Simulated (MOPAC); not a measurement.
MOPAC input (MNDO):

```
MNDO PRECISE GNORM=0.05 LET XYZ CHARGE=1 GEO-OK AUX(PRECISION=9) THREADS=1
H3O

O     0.06462128 1    0.00157913 1    0.02700513 1
H     0.00178962 1    0.80279151 1   -0.53584283 1
H     0.01908461 1   -0.83637053 1   -0.48137831 1
H    -0.53784446 1    0.02094599 1    0.80118010 1
```

**Question.** What heat of formation does the run end on?

**Answer.** 134.15 kcal/mol.
